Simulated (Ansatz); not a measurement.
# CNS: the cost of one run

Computed with Ansatz 0.2.0 (the levels named in each step, unless a step's input says otherwise).

### Step 1. The structure to begin with

Bond lengths: N1–C2 1.159 Å, C2–S3 1.639 Å. Angles: N1–C2–S3 180.0°.

Structure file:

```xyz
3

N     0.0000    0.0000   -1.3192
C     0.0000    0.0000   -0.1599
S     0.0000    0.0000    1.4792
```

### Step 2. A rough first relaxation, PBE-D4/def2-SVP

input.yaml

```yaml
crystal:
  periodic: [false, false, false]
  atoms:
    - { symbol: "N", position_ang: [0.0, 0.0, -1.31922] }
    - { symbol: C, position_ang: [0.0, 0.0, -0.15994] }
    - { symbol: S, position_ang: [0.0, 0.0, 1.47916] }
magnetization:
  spin_polarized: true
  initial_magnetization: 2
total_charge: 1
basis:
  gaussian: { orbitals: def2-SVP }
hamiltonian:
  xc: pbe
  dispersion: d4
relax:
  f_tol: 0.03
  max_steps: 200
```

Started as:

```sh
> ansatz run input.yaml --threads 2 --pin off --max-ram 5120MiB --backend cpu --events-out ev --progress --plain --runs-dir out
```

**Question.** How long does this run take on 2 threads of Intel Xeon at 2.50GHz (Skylake/Cascade Lake), shared host, and how much memory does it need?

About 8.5 s, with a peak of 0.12 GiB.
